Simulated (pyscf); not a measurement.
9 group-13 steps of one kind (four-centre exchange, closed-shell): reaction energy in kJ/mol, from the separated reactants or the lowest minimum found. Optimised with ωB97X-D3(BJ)/def2-SVP in PySCF. Functionals in def2-TZVP; the last column is ωB97M-D3(BJ)/def2-TZVP. Rows were drawn at random from the steps of this kind and element class whose saddle was verified and whose references are stable.

| step | PBE | B3LYP-D3(BJ) | r²SCAN | ωB97M-D3(BJ) |
|---|---|---|---|---|
| Cl–BH–Cl + HCl → Cl–B(Cl)–Cl + H₂ | [?] | -55.8 | -63.0 | -53.7 |
| HS–GaH₂ + HCl → HS–GaH–Cl + H₂ | -101.8 | -106.7 | -110.4 | -101.4 |
| BH₃ + HF → H₂B–F + H₂ | -141.6 | -140.7 | -144.9 | -136.9 |
| HO–BH–SiH₃ + H₂ -> H₂B–OH + SiH₄ | -34.8 | -44.6 | -39.1 | -48.6 |
| H₃C–B=O + H₂ -> HB=O + CH₄ | -0.7 | -4.3 | +0.2 | -4.0 |
| H₃Si–SiH(SiH₃)–SiH₃ + Cl–B(Cl)–Cl -> H₃Si–SiH(SiH₃)–SiH₂–Cl + Cl–BH–Cl | -6.7 | -18.8 | -11.2 | -17.6 |
| F–BH–F + HCl → F–B(F)–Cl + H₂ | -58.1 | -53.6 | -64.0 | -53.8 |
| H₂C=CH–BH–NH₂ + H₂ → H₂B–NH₂ + H₂C=CH₂ | [?] | -2.1 | +2.5 | -4.6 |
| F–BH–SiH₃ + H₂ → H₂B–F + SiH₄ | -36.9 | -47.9 | -41.8 | -51.9 |

**Question.** What belongs in the gaps?

**Answer.** 
- Cl–BH–Cl + HCl → Cl–B(Cl)–Cl + H₂, PBE: -58.7
- H₂C=CH–BH–NH₂ + H₂ → H₂B–NH₂ + H₂C=CH₂, PBE: -0.4

Differences from the last column (kJ/mol): PBE: mean +3.7, median +3.3, mean size 6.8, lower in 4 of 9; B3LYP-D3(BJ): mean -0.2, median -0.3, mean size 2.6, lower in 5 of 9; r²SCAN: mean +0.1, median +4.2, mean size 8.2, lower in 4 of 9. PBE is closest for row 2 (0.3 kJ/mol apart) and farthest for row 9 (15.0 kJ/mol). PBE, r²SCAN and M06-2X carry no added dispersion term. The last column is a level with limits of its own. Elements up to Kr have no core potential and no relativistic terms here.
